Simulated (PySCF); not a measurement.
SMILES C=C (C2H4), singlet at its CAM-B3LYP/def2-SVP optimised geometry (Å):

```
6

C      0.6639     0.0000     0.0000
C     -0.6639     0.0000     0.0000
H      1.2383     0.9308     0.0000
H      1.2384    -0.9307     0.0000
H     -1.2383    -0.9308     0.0000
H     -1.2384     0.9307     0.0000
```

Level of theory: PySCF with CAM-B3LYP/def2-TZVP. Cells within 0.4 Å of a nucleus heavier than hydrogen are left out (blank, or x).

Map of the electron localisation function on the plane z = 0.0 Å:

```
|00000000000000000000000000000|
|00000000000000000000000000000|
|00000000000000000000000000000|
|00000000000000000000000000000|
|00000000110000000001100000000|
|00000025775200000257752000000|
|00000479998510001589997400000|
|00003899999820002899999830000|
|00015999999940004999999951000|
|00016999999961016999999961000|
|00016999999962126999999961000|
|00004799999964346999999740000|
|00001479999755655799997410000|
|00000136784xx686xx48763100000|
|0000012466xxx595xxx6642100000|
|00000136784xx686xx48763100000|
|00001479999755655799997410000|
|00004799999964346999999740000|
|00016999999962126999999961000|
|00016999999961016999999961000|
|00015999999940004999999951000|
|00003899999820002899999830000|
|00000479998510001589997400000|
|00000025775200000257752000000|
|00000000110000000001100000000|
|00000000000000000000000000000|
|00000000000000000000000000000|
|00000000000000000000000000000|
|00000000000000000000000000000|
```
Scale: ten equal steps from 0.000 (start of '0') to 1.000 (end of '9'), in the order '0123456789'; x runs from -3.50 to 3.50, y from -3.50 (bottom) to 3.50 (top).
